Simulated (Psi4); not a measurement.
# BH5O (B(H2O)H3) at MP3/aug-cc-pVDZ

Aim: the vertical singlet–triplet gap of BH5O (B(H2O)H3) at MP3/aug-cc-pVDZ, from 2 runs. 

The calculation is run with Psi4 1.11.

2 further runs of the same task are left out: 2 set aside as unsound or not needed.

## Step 1: Starting point

The species is BH5O (7 atoms), meant as a singlet with charge 0. As SMILES, `[H]B([H])([H])<-O`. The coordinates come from a GFN2-xTB relaxation.

Bond lengths: B1–O2 1.700 Å, O2–H3 0.963 Å, O2–H4 0.962 Å, B1–H5 1.182 Å, B1–H6 1.191 Å, B1–H7 1.182 Å. Angles: B1–O2–H3 102.2°, B1–O2–H4 102.2°, O2–B1–H5 103.7°, O2–B1–H6 104.3°, O2–B1–H7 103.7°, H3–O2–H4 109.6°, H5–B1–H6 114.2°, H5–B1–H7 114.8°, H6–B1–H7 114.2°.

## Step 2: The energy at MP3/aug-cc-pVDZ

Contents of bh5o.in:

```
memory 1.6 GB

molecule {
  0 1
  B      0.12812343    -0.21106351    -1.26401891
  O      0.19052219    -0.27710944     1.94779741
  H     -1.57992442    -0.26947495     2.36686307
  H      0.91901161     1.33964575     2.35229329
  H      2.28679538    -0.12950293    -1.83358236
  H     -1.02850234     1.65602369    -1.75780434
  H     -0.91600694    -2.10849972    -1.81152926
  units bohr
  symmetry c1
}

set {
  basis aug-cc-pVDZ
  puream true
  e_convergence 1e-09
  d_convergence 1e-08
  scf_type pk
  num_frozen_docc 2
}

e = energy('mp3')
```

Started as:

```console
psi4 -n 1 bh5o.in bh5o.out
```

bh5o.out:

```text
[...]
  Running in c1 symmetry.
[...]
  Nuclear repulsion =   38.322877333990242
[...]
  Multiplicity = 1
[...]
  Nalpha       = 9
  Nbeta        = 9
[...]
    Number of basis functions: 91
[...]
   @RHF iter   1:  -102.35509917463911   -6.78203e-01   4.17536e-03 DIIS/ADIIS
[...]
   @RHF iter  11:  -102.43726557330545   -2.07478e-12   2.42077e-09 DIIS
[...]
    Orbital Energies [Eh]
    ---------------------
    Doubly Occupied:
       1A    -20.671982     2A     -7.559403     3A     -1.459879
       4A     -0.822117     5A     -0.750451     6A     -0.664061
       7A     -0.566773     8A     -0.440780     9A     -0.434009
[...]
  @RHF Final Energy:  -102.43726557330545
   => Energetics <=
    Nuclear Repulsion Energy =             38.3228773339902418
    One-Electron Energy =                -214.7813750040814682
    Two-Electron Energy =                  74.0212320967857664
    Total Energy =                       -102.4372655733054529
[...]
 Multipole Moments:
 ------------------------------------------------------------------------------------
     Multipole            Electronic (a.u.)      Nuclear  (a.u.)        Total (a.u.)
 ------------------------------------------------------------------------------------
 L = 1.  Multiply by 2.5417464519 to convert [e a0] to [Debye]
 Dipole X            :          0.1329271           -0.4776434           -0.3447164
 Dipole Y            :         -0.1862828            0.7347283            0.5484455
 Dipole Z            :          2.2072985           -0.7181296            1.4891689
 Magnitude           :                                                    1.6239600
[...]
	DF-MP2 Total Energy (a.u.)         :  -102.76580829934804
[...]
	DF-MP3 Total Energy (a.u.)         :  -102.78927166764015
[...]
```

Run time: 2.8 s. Hardware: 1 thread of AMD EPYC 9R45 (Zen 5), shared host; peak memory 0.34 GiB.

## Step 3: The triplet, same level

Contents of bh5o.json:

```json
{
 "schema_name": "qcschema_input",
 "schema_version": 1,
 "molecule": {
  "schema_name": "qcschema_molecule",
  "schema_version": 2,
  "symbols": ["B", "O", "H", "H", "H", "H", "H"],
  "geometry": [0.12812343, -0.21106351, -1.26401891, 0.19052219, -0.27710944, 1.94779741, -1.57992442, -0.26947495, 2.36686307, 0.91901161, 1.33964575, 2.35229329, 2.28679538, -0.12950293, -1.83358236, -1.02850234, 1.65602369, -1.75780434, -0.91600694, -2.10849972, -1.81152926],
  "molecular_charge": 0,
  "molecular_multiplicity": 3,
  "fix_symmetry": "c1"
 },
 "driver": "energy",
 "model": {
  "method": "mp3",
  "basis": "aug-cc-pVDZ"
 },
 "keywords": {
  "reference": "uhf",
  "puream": true,
  "e_convergence": 1e-09,
  "d_convergence": 1e-08,
  "scf_type": "pk",
  "num_frozen_docc": 2,
  "maxiter": 200
 }
}
```

Started as:

```console
psi4 --qcschema bh5o.json -n 1 --memory 1600MB
```

stdout:

```text
[...]
                   'protocols': {'error_correction': {'default_policy': True, 'policies': None},
                                 'native_files': 'none',
[...]
  Running in c1 symmetry.
[...]
  Nuclear repulsion =   38.322877333990242
[...]
  Multiplicity = 3
[...]
  Nalpha       = 10
  Nbeta        = 8
[...]
    Number of basis functions: 91
[...]
   @UHF iter   1:  -102.07737242023249   -4.00477e-01   4.23927e-03 DIIS/ADIIS
[...]
   @UHF iter  21:  -102.19352162948792   -4.06430e-12   4.28138e-09 DIIS
[...]
   @S^2 Observed:                2.011275749E+00
[...]
    Orbital Energies [Eh]
    ---------------------
    Alpha Occupied:
       1A    -20.701653     2A     -7.718984     3A     -1.496366
       4A     -0.899917     5A     -0.841897     6A     -0.748153
       7A     -0.651159     8A     -0.627052     9A     -0.568783
      10A     -0.149267
    Alpha Virtual:
      11A      0.023357    12A      0.029257    13A      0.037442
      14A      0.064944    15A      0.068822    16A      0.083037
      17A      0.093882    18A      0.105122    19A      0.124571
      20A      0.160405    21A      0.173280    22A      0.187503
      23A      0.220449    24A      0.223711    25A      0.252208
[...]
  @UHF Final Energy:  -102.19352162948792
   => Energetics <=
    Nuclear Repulsion Energy =             38.3228773339902418
    One-Electron Energy =                -213.2950860208546828
    Two-Electron Energy =                  72.7786870573765157
    Total Energy =                       -102.1935216294879183
  UHF NO Occupations:
  HONO-2 :    8  A 1.9958633
  HONO-1 :    9  A 1.0000000
[...]
 Multipole Moments:
 ------------------------------------------------------------------------------------
     Multipole            Electronic (a.u.)      Nuclear  (a.u.)        Total (a.u.)
 ------------------------------------------------------------------------------------
 L = 1.  Multiply by 2.5417464519 to convert [e a0] to [Debye]
 Dipole X            :          0.7333795           -0.4776434            0.2557360
 Dipole Y            :         -1.1622096            0.7347283           -0.4274813
 Dipole Z            :         -0.8234988           -0.7181296           -1.5416284
 Magnitude           :                                                    1.6201109
[...]
	DF-SCS-MP2 Total Energy (a.u.)     :  -102.51363438950555
	DF-SOS-MP2 Total Energy (a.u.)     :  -102.51198559659714
	DF-SCS(N)-MP2 Total Energy (a.u.)  :  -102.33157262114707
[...]
	DF-MP2 Total Energy (a.u.)         :  -102.51693197532234
[...]
	DF-MP3 Total Energy (a.u.)         :  -102.53545159836058
[...]
```

The result, in JSON:

```text
{
 "driver": "energy",
 "model": {
  "method": "mp3",
  "basis": "aug-cc-pVDZ"
 },
 "success": true,
 "return_result": -102.53545159836058,
 "properties": {
  "calcinfo_nbasis": 91,
  "calcinfo_nmo": 91,
  "calcinfo_nalpha": 10,
  "calcinfo_nbeta": 8,
  "calcinfo_natom": 7,
  "nuclear_repulsion_energy": 38.32287733399024,
  "return_energy": -102.53545159836058,
  "scf_one_electron_energy": -213.29508602085468,
  "scf_two_electron_energy": 72.77868705737652,
  "scf_dipole_moment": [0.2557360161350388, -0.4274812949588387, -1.5416283790673837],
  "scf_total_energy": -102.19352162948792,
  "scf_iterations": 21,
  "mp2_same_spin_correlation_energy": -0.07843806344270671,
  "mp2_opposite_spin_correlation_energy": -0.2449722823917081,
  "mp2_singles_energy": 0.0,
  "mp2_doubles_energy": -0.3234103458344148,
  "mp2_correlation_energy": -0.32341034583441797,
  "mp2_total_energy": -102.51693197532234
 }
}
```

It took 4.5 s on 1 thread of AMD EPYC 9R45 (Zen 5), shared host; peak memory 0.35 GiB.

## Step 4: Outcome

At MP3/aug-cc-pVDZ, 2 core orbitals frozen:

| quantity | value |
| --- | --- |
| singlet: total energy | -102.78927 Eh |
| singlet: HOMO energy (Hartree–Fock orbitals) | -11.81 eV |
| singlet: LUMO energy (Hartree–Fock orbitals) | 0.55 eV |
| singlet: HOMO–LUMO gap (Hartree–Fock orbitals) | 12.36 eV |
| singlet: correlation energy (2 core orbitals frozen) | -352.0 mEh |
| triplet: total energy | -102.53545 Eh |
| triplet: HOMO energy (Hartree–Fock orbitals) (highest over α and β) | -4.06 eV |
| triplet: correlation energy (2 core orbitals frozen) | -341.9 mEh |
| triplet: ⟨S²⟩ of the reference determinant | 2.011 |
| vertical energy of the triplet above the singlet | 6.907 eV |

In words: At this shape the triplet lies 6.91 eV (159 kcal/mol) above the singlet.
